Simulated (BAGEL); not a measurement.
**HF/3-21G (density fitting with qzvpp-jkfit) run of CH7NSi (SMILES CN[SiH3])**

What is the vertical electron affinity of CH7NSi at HF/3-21G (density fitting with qzvpp-jkfit)? 

The calculation is run with BAGEL 1.2.2.

### 1 Starting point

CH7NSi: 10 atoms, total charge 0, spin state singlet. As SMILES, `CN[SiH3]`. Geometry: relaxed at PBE0-D4/def2-TZVP.

Bond lengths: C1–N2 1.447 Å, N2–Si3 1.716 Å, C1–H4 1.094 Å, C1–H5 1.093 Å, C1–H6 1.098 Å, N2–H7 1.007 Å, Si3–H8 1.488 Å, Si3–H9 1.496 Å, Si3–H10 1.486 Å. Some angles: C1–N2–Si3 123.0°, C1–N2–H7 113.6°, Si3–N2–H7 117.6°, N2–C1–H4 110.9°, N2–C1–H5 109.5°, N2–C1–H6 113.8°, N2–Si3–H8 108.6°, N2–Si3–H9 115.3°, N2–Si3–H10 107.4°, H4–C1–H5 107.0°.

### 2 The energy at HF/3-21G (density fitting with qzvpp-jkfit)

Input file input.json:

```json
{ "bagel": [

{
  "title": "molecule",
  "basis": "3-21g",
  "df_basis": "qzvpp-jkfit",
  "angstrom": true,
  "geometry": [
    { "atom": "C", "xyz": [   -1.074200,    0.550900,   -0.686800 ] },
    { "atom": "N", "xyz": [    0.329000,    0.241400,   -0.516000 ] },
    { "atom": "Si", "xyz": [    0.929400,   -0.683100,    0.798800 ] },
    { "atom": "H", "xyz": [   -1.308100,    0.733100,   -1.739500 ] },
    { "atom": "H", "xyz": [   -1.677600,   -0.304000,   -0.369400 ] },
    { "atom": "H", "xyz": [   -1.409300,    1.422100,   -0.108200 ] },
    { "atom": "H", "xyz": [    0.946000,    0.922900,   -0.927500 ] },
    { "atom": "H", "xyz": [    0.210800,   -1.985700,    0.830700 ] },
    { "atom": "H", "xyz": [    0.753100,   -0.063800,    2.149000 ] },
    { "atom": "H", "xyz": [    2.383900,   -0.885000,    0.571800 ] }
  ]
},
{ "title": "hf" },
{ "title": "print", "file": "orbitals.molden", "orbitals": true }

]}
```

Launch:

```sh
BAGEL_NUM_THREADS=1 BAGEL input.json > input.out
```

Standard output:

```text
* using 1 threads per process

  ===============================================================
  ===============================================================

  *** Geometry ***

  { "atom" : "C", "xyz" : [     -2.029944,      1.041050,     -1.297864 ] },
  { "atom" : "N", "xyz" : [      0.621720,      0.456180,     -0.975099 ] },
  { "atom" : "Si", "xyz" : [      1.756311,     -1.290872,      1.509513 ] },
  { "atom" : "H", "xyz" : [     -2.471951,      1.385358,     -3.287179 ] },
  { "atom" : "H", "xyz" : [     -3.170205,     -0.574477,     -0.698065 ] },
  { "atom" : "H", "xyz" : [     -2.663191,      2.687380,     -0.204468 ] },
  { "atom" : "H", "xyz" : [      1.787681,      1.744028,     -1.752721 ] },
  { "atom" : "H", "xyz" : [      0.398354,     -3.752429,      1.569795 ] },
  { "atom" : "H", "xyz" : [      1.423153,     -0.120565,      4.061021 ] },
  { "atom" : "H", "xyz" : [      4.504918,     -1.672408,      1.080545 ] },

  Number of auxiliary basis functions:      406

  Since a DF basis is specified, we compute 2- and 3-index integrals:
    o Being stored without compression. Storage requirement is 0.007 GB

  Number of basis functions:       45
  Number of electrons      :       34

    * METHOD: MOLECULE                             0.10

  *** RHF ***

  === Nuclear Repulsion ===
   116.4910924344

      * DIIS with orbital gradients will be used.

  === RHF iteration (3-21g) ===
      0       -383.17591924          0.02217818           0.02
      1       -383.23758541          0.01059228           0.02
      2       -383.25450965          0.00181448           0.02
      3       -383.25511562          0.00020139           0.02
      4       -383.25512622          0.00005963           0.02
      5       -383.25512799          0.00001449           0.02
      6       -383.25512817          0.00000394           0.02
      7       -383.25512818          0.00000063           0.02
      8       -383.25512818          0.00000020           0.02
      9       -383.25512818          0.00000008           0.02
     10       -383.25512818          0.00000002           0.02
     11       -383.25512818          0.00000001           0.02
    * SCF iteration converged.

    * Permanent dipole moment:
           (    0.144564,    -0.440898,     0.142890) a.u.

    * METHOD: HF                                   0.26

    * METHOD: PRINT                                0.00

  ===============================================================
```

Run time: 0.6 s. Hardware: 1 thread of Arm Neoverse V2, shared host; peak memory 0.081 GiB.

### 3 The doublet anion at the same level

Input file calc.json:

```json
{ "bagel": [

{
  "title": "molecule",
  "basis": "3-21g",
  "df_basis": "qzvpp-jkfit",
  "angstrom": "true",
  "geometry": [
    { "atom": "C", "xyz": [   -1.074200,    0.550900,   -0.686800 ] },
    { "atom": "N", "xyz": [    0.329000,    0.241400,   -0.516000 ] },
    { "atom": "Si", "xyz": [    0.929400,   -0.683100,    0.798800 ] },
    { "atom": "H", "xyz": [   -1.308100,    0.733100,   -1.739500 ] },
    { "atom": "H", "xyz": [   -1.677600,   -0.304000,   -0.369400 ] },
    { "atom": "H", "xyz": [   -1.409300,    1.422100,   -0.108200 ] },
    { "atom": "H", "xyz": [    0.946000,    0.922900,   -0.927500 ] },
    { "atom": "H", "xyz": [    0.210800,   -1.985700,    0.830700 ] },
    { "atom": "H", "xyz": [    0.753100,   -0.063800,    2.149000 ] },
    { "atom": "H", "xyz": [    2.383900,   -0.885000,    0.571800 ] }
  ]
},
{ "title": "uhf", "charge": -1, "nopen": 1 },
{ "title": "print", "file": "orbitals.molden", "orbitals": "true" }

]}
```

Launch:

```sh
BAGEL_NUM_THREADS=1 BAGEL calc.json > calc.out
```

Standard output:

```text
* using 1 threads per process

  ===============================================================
  ===============================================================

  *** Geometry ***

  { "atom" : "C", "xyz" : [     -2.029944,      1.041050,     -1.297864 ] },
  { "atom" : "N", "xyz" : [      0.621720,      0.456180,     -0.975099 ] },
  { "atom" : "Si", "xyz" : [      1.756311,     -1.290872,      1.509513 ] },
  { "atom" : "H", "xyz" : [     -2.471951,      1.385358,     -3.287179 ] },
  { "atom" : "H", "xyz" : [     -3.170205,     -0.574477,     -0.698065 ] },
  { "atom" : "H", "xyz" : [     -2.663191,      2.687380,     -0.204468 ] },
  { "atom" : "H", "xyz" : [      1.787681,      1.744028,     -1.752721 ] },
  { "atom" : "H", "xyz" : [      0.398354,     -3.752429,      1.569795 ] },
  { "atom" : "H", "xyz" : [      1.423153,     -0.120565,      4.061021 ] },
  { "atom" : "H", "xyz" : [      4.504918,     -1.672408,      1.080545 ] },

  Number of auxiliary basis functions:      406

  Since a DF basis is specified, we compute 2- and 3-index integrals:
    o Being stored without compression. Storage requirement is 0.007 GB

  Number of basis functions:       45
  Number of electrons      :       34

    * METHOD: MOLECULE                             0.10

  *** Open-shell HF ***

  === Nuclear Repulsion ===
   116.4910924344

      * DIIS with orbital gradients will be used.

  === UHF iteration (3-21g) ===
      0       -382.95304427          0.05141711           0.03
      1       -383.04534377          0.03026145           0.03
      2       -383.07431166          0.01902836           0.03
      3       -383.08985893          0.00119117           0.03
      4       -383.09109782          0.00063421           0.03
      5       -383.09144685          0.00035676           0.03
      6       -383.09173175          0.00006318           0.03
      7       -383.09174112          0.00004130           0.03
      8       -383.09174436          0.00001425           0.03
      9       -383.09174506          0.00000678           0.03
     10       -383.09174528          0.00000331           0.03
     11       -383.09174536          0.00000198           0.03
     12       -383.09174538          0.00000132           0.03
     13       -383.09174539          0.00000079           0.03
     14       -383.09174540          0.00000045           0.03
     15       -383.09174540          0.00000028           0.03
     16       -383.09174540          0.00000017           0.03
     17       -383.09174540          0.00000009           0.03
     18       -383.09174540          0.00000005           0.03
     19       -383.09174540          0.00000003           0.03
     20       -383.09174540          0.00000002           0.03
     21       -383.09174540          0.00000001           0.03
    * SCF iteration converged.

    * S^2 (UHF) is 0.7579

    * Permanent dipole moment:
           (    1.175353,    -1.224183,     1.426017) a.u.

    * METHOD: UHF                                  0.76

    * METHOD: PRINT                                0.01

  ===============================================================
```

It took 1.1 s on 1 thread of Arm Neoverse V2, shared host; peak memory 0.081 GiB.

### 4 Summary of results

Level: HF/3-21G (density fitting with qzvpp-jkfit).

```
                                         quantity          value
                     singlet CH7NSi: total energy  -383.25513 Eh
                    singlet CH7NSi: dipole moment         1.23 D
                      singlet CH7NSi: HOMO energy       -9.77 eV
                      singlet CH7NSi: LUMO energy        4.81 eV
                    singlet CH7NSi: HOMO–LUMO gap       14.58 eV
                      doublet anion: total energy  -383.09175 Eh
                              doublet anion: ⟨S²⟩          0.758
vertical electron affinity (to the doublet anion)      -4.446 eV
```

What this shows: The anion lies 4.45 eV (103 kcal/mol) above the neutral: the electron isn't bound at this level, and such a value depends on the basis. Without diffuse functions anions come out too high. Hartree–Fock misses the correlation that binds many anions.
